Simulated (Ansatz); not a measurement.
# CF3+: small, medium and large basis sets

The task here is to estimate one member of a computed series from the others.

Program: Ansatz 0.2.0, Gaussian basis. Level of theory: one geometry, several basis sets. These are calculated values, not measurements.

Levels to be run: PBE0-D4/def2-SVP; ωB97M-V/def2-SVP; PBE0-D4/def2-QZVPP; ωB97M-V/def2-QZVPP; CCSD(T)/cc-pV(D+d)Z; CCSD(T)/cc-pV(T+d)Z; CCSD(T)/cc-pV(Q+d)Z; the functionals' def2-TZVPP values are taken from earlier runs.

**The relaxed structure**

All runs share one geometry, relaxed beforehand with PBE0-D4 in a triple-zeta def2 set.

SMILES `F[C+](F)F`, 4 atoms, charge 1, spin multiplicity 1.

Atoms are counted from 1 here; the program's logs count them from 0.

Bond lengths: F1–C2 1.230 Å, C2–F3 1.230 Å, C2–F4 1.230 Å. Angles: F1–C2–F3 120.0°, F1–C2–F4 120.0°, F3–C2–F4 120.0°.

The first run:

Input file in.yaml:

```yaml
crystal:
  periodic: [false, false, false]
  atoms:
    - {symbol: F, position_ang: [0.698592, -0.114630, 1.005430]}
    - {symbol: C, position_ang: [0.000002, 0.000001, -0.000001]}
    - {symbol: F, position_ang: [-0.609544, -0.973367, -0.439397]}
    - {symbol: F, position_ang: [-0.089041, 1.087997, -0.566032]}
basis:
  gaussian: {orbitals: def2-SVP}
total_charge: 1
hamiltonian: {xc: pbe0, dispersion: d4}
output: {orbitals: {seedname: orbitals}}
```

The run is started by

```
ansatz run in.yaml --threads 2 --pin off --events-out ev --progress --plain --max-ram 32768MiB --backend cpu
```

Steps of the session up to this table: PBE0-D4 in def2-SVP; ωB97M-V in def2-SVP; PBE0-D4 in def2-QZVPP; ωB97M-V in def2-QZVPP.

One of the session's tables, all rows but one given; the rest of the session is left out.

It belongs to the step «Functionals by basis». 

```
functional       basis  HOMO (eV)  LUMO (eV)
   PBE0-D4    def2-SVP          ?          ?
   PBE0-D4  def2-TZVPP     -21.82     -10.38
   PBE0-D4  def2-QZVPP     -21.83     -10.38
   ωB97M-V    def2-SVP     -24.41      -7.95
   ωB97M-V  def2-TZVPP     -24.33      -7.76
   ωB97M-V  def2-QZVPP     -24.34      -7.77
```

Q: Estimate the row for PBE0-D4, def2-SVP from the others.

**Answer.** HOMO (eV): -21.91; LUMO (eV): -10.58. In the column «HOMO (eV)» it lies between ωB97M-V, def2-TZVPP (-24.33) and PBE0-D4, def2-QZVPP (-21.83).
